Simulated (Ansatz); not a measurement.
# HB–AlH, singlet: vertical spin and charge gaps

Geometry (PBE0/def2-TZVP stationary point for this spin, not checked as a minimum):

```tsv
atom	x (Å)	y (Å)	z (Å)
B	0.0000	-0.2366	1.4274
Al	0.0000	0.1163	-0.5970
H	0.0000	0.3668	2.4614
H	0.0000	-0.9435	-1.7892
```

Basis 6-31G; Ansatz 0.2.0. Only valence electrons are correlated (noble-gas cores frozen). R marks a restricted (for open shells ROHF) determinant, U an unrestricted one. Active spaces: valence = (8e, 10o) chosen from the atoms' valence shells.

Gaps are energies of the second state less the first, at fixed atoms, for a selection of the levels run; each method lands on the state that its own search finds for that charge and spin.

Unrestricted rows (U, and Kohn–Sham where it breaks symmetry) aren't spin-pure: their determinants' ⟨S²⟩ exceeds S(S+1) by up to 0.88, so they mix in states of higher spin. HF rows: RHF is the determinant under the cluster runs. Coupled cluster chose its determinant by a search with trial CCSD, here up to 0.24 eV above the lowest Hartree–Fock solution of its kind, and MP2 stands on that determinant too. A value is left out where its run failed or describes another state than the reference as far as symmetry and spin tell, or, spin-broken singlets apart, can't be checked.

Task: PBE gives -0.101 eV for triplet less singlet. Estimate what full CI gives in 6-31G.

Result: Full CI in 6-31G gives -0.032 eV, so against it PBE is off by -0.069 eV, of which a good part can be the reference's own basis and frozen-core error.

Large singles or doubles amplitudes warn of static correlation in the HB–AlH singlet and the HB–AlH triplet.

```csv
level,gap (eV),error (meV),⟨S²⟩ where 0.1 over S(S+1) (first / second)
UMP2,-0.175,-143,0.88 / –
CISD,-0.144,-112,– / –
UCCSD,-0.068,-36,0.88 / –
RCCSD(T),-0.032,0,– / –
BCCD(T),-0.039,-7,– / –
RCCSDT,-0.035,-3,– / –
NEVPT2 (valence space),-0.035,-3,– / –
MRCISD (valence space),-0.031,1,– / –
PBE0,-0.132,-100,0.78 / –
B3LYP,-0.016,16,0.69 / –
```

Task: PBE gives 7.523 eV for removing an electron, to the doublet. Estimate what full CI gives in 6-31G.

Result: Full CI in 6-31G gives 7.032 eV, so against it PBE is off by 0.491 eV, of which a good part can be the reference's own basis and frozen-core error.

Large singles or doubles amplitudes warn of static correlation in the HB–AlH singlet.

| level | gap (eV) | error (meV) | ⟨S²⟩ where 0.1 over S(S+1) (first / second) |
| --- | --- | --- | --- |
| RHF | 6.099 | -933 | – / – |
| RMP2 | 6.716 | -316 | – / – |
| UMP2 | 6.777 | -255 | 0.88 / – |
| CISD | 6.811 | -221 | – / – |
| RCCSD | 6.948 | -84 | – / – |
| UCCSD | 6.957 | -75 | 0.88 / – |
| RCCSD(T) | 7.018 | -14 | – / – |
| UCCSD(T) | 7.024 | -8 | 0.88 / – |
| BCCD(T) | 7.013 | -19 | – / – |
| RCCSDT | 7.024 | -8 | – / – |
| UCCSDT* | 7.039 | 7 | 0.88 / – |
| CISDTQ | 7.019 | -13 | – / – |
| RCCSDT(Q) | 7.031 | -1 | – / – |
| UCCSDT(Q)* | 7.049 | 17 | 0.88 / – |
| RCCSDTQ | 7.032 | 0 | – / – |
| CASSCF (valence space) | 6.768 | -264 | – / – |
| NEVPT2 (valence space) | 6.948 | -84 | – / – |
| MRCISD (valence space) | 7.020 | -12 | – / – |
| MRCISD+Q (valence space) | 7.028 | -4 | – / – |
| PBE0 | 7.427 | 395 | 0.78 / – |
| B3LYP | 7.433 | 401 | 0.69 / – |
| wB97M-V | 7.183 | 151 | 0.52 / – |
| B2PLYP | 7.139 | 107 | 0.76 / – |
| RPA-PBE | 7.031 | -1 | 0.76 / – |

An asterisk marks runs whose energy the program itself flagged as in doubt.

In so small a basis the reference is far from its limit while semilocal and hybrid functionals are nearer theirs (RPA and double hybrids share part of the reference's basis error), so the functionals' errors here hold much of the reference's basis and frozen-core error, which can add to them or hide them. The set has no polarisation functions, which weighs most on the reference.

Full CI is exact within this basis and frozen core; it isn't the basis-set limit. The frozen core follows each run's orbitals, which can shift R against U totals by a few meV.
